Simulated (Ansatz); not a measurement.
bcc Li, treated with PBEsol (Ansatz, a quantum-chemistry and plane-wave program, PAW).

Numerical settings: plane-wave cutoff 520 eV, 18×18×18 k mesh, Fermi–Dirac smearing 0.1 eV, perturbation theory, force constants from a 6×6×6 q mesh, scalar-relativistic PAW data made under PBE.

Computed at the level's own relaxed cell. Harmonic vibrational thermodynamics at fixed volume:

```tsv
T (K)	S_vib (J/K per mol of atoms)	C_V (J/K per mol of atoms)	F_vib (eV/atom)
100	7.31	12.20	0.0377
200	[?]	[?]	[?]
400	[?]	[?]	[?]
500	[?]	[?]	[?]
600	[?]	[?]	[?]
700	[?]	[?]	[?]
900	[?]	[?]	[?]
```

Problem. Some entries are withheld; supply them.

Solution. 
- 200, S_vib (J/K per mol of atoms): 18.76
- 200, C_V (J/K per mol of atoms): 20.14
- 200, F_vib (eV/atom): 0.0240
- 400, S_vib (J/K per mol of atoms): 34.13
- 400, C_V (J/K per mol of atoms): 23.58
- 400, F_vib (eV/atom): -0.0323
- 500, S_vib (J/K per mol of atoms): 39.45
- 500, C_V (J/K per mol of atoms): 24.05
- 500, F_vib (eV/atom): -0.0705
- 600, S_vib (J/K per mol of atoms): 43.86
- 600, C_V (J/K per mol of atoms): 24.32
- 600, F_vib (eV/atom): -0.1137
- 700, S_vib (J/K per mol of atoms): 47.63
- 700, C_V (J/K per mol of atoms): 24.48
- 700, F_vib (eV/atom): -0.1612
- 900, S_vib (J/K per mol of atoms): 53.80
- 900, C_V (J/K per mol of atoms): 24.66
- 900, F_vib (eV/atom): -0.2666

The crystal is taken as a harmonic solid at every temperature: melting, phase changes and thermal expansion are not seen, nor the electrons' share in a metal.
